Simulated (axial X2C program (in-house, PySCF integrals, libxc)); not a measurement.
# Testing model relations on NO⁺

A bond curve at the CCSD(T) level, two-component, was computed with an axial X2C code built on PySCF integrals (basis O dyall-av3z [7s6p3d2f], N dyall-av3z [7s7p3d2f] (cores contracted in-house)) for the state Ω = 0 (closed shell). Its fit gives Re = 1.0684 Å, ωe = 2357.6 cm⁻¹, ωexe = 16 cm⁻¹ and αe = 1.861e-02 cm⁻¹; the masses are 15.9949 and 14.0031 u. Two-component means X2C with spin–orbit coupling and atomic mean-field Coulomb and Gaunt terms.

Correlated methods: 10 electrons correlated (number of frozen shells: O 1 s; N 1 s), 198 virtual spin orbitals or spinors in MP2, 104 natural virtuals in coupled cluster.

Question: Find the reduced mass, Be and the force constant.

Answer: From the CCSD(T) values: μ = 7.4664 u. Be = 16.8576/(μ Re²) = 1.978 cm⁻¹. k = 5.8918×10⁻⁷ μ ωe² = 24.5 mdyn/Å.

Question: Estimate De from a Morse curve and compare with the computed well depth of 10.543 eV to O+ + N.

Answer: De(Morse) = ωe²/(4ωexe) = 10.768 eV against 10.543 eV computed, a ratio of 1.02. For De the Morse form works well here.

Question: Give B0, the J = 1←0 line in GHz and the most populated J at 300 K (kT = 208.5 cm⁻¹).

Answer: B0 = Be − αe/2 = 1.969 cm⁻¹; 2B0 = 118 GHz; J(max) ≈ √(kT/2B0) − 1/2 = 6.8, so J = 7.

Question: Estimate the centrifugal constant by the Kratzer relation.

Answer: D = 4Be³/ωe² = 5.57e-06 cm⁻¹.

Question: A Morse curve ties αe to the other constants (Pekeris). How well does that hold?

Answer: αe(Morse) = 6Be²/ωe × (√(ωexe/Be) − 1) = 1.836e-02 cm⁻¹; the CCSD(T) curve gives 1.861e-02 cm⁻¹, a ratio of 0.99.

The state is a single determinant with fixed occupations, the lowest that a limited PBE0 search found. De is counted from the lowest determinant-based energies of the atoms at the same level, without counterpoise correction. CCSD and (T) use frozen natural virtuals with an MP2 correction for the truncation; (T) itself is uncorrected, so its De runs slightly low.
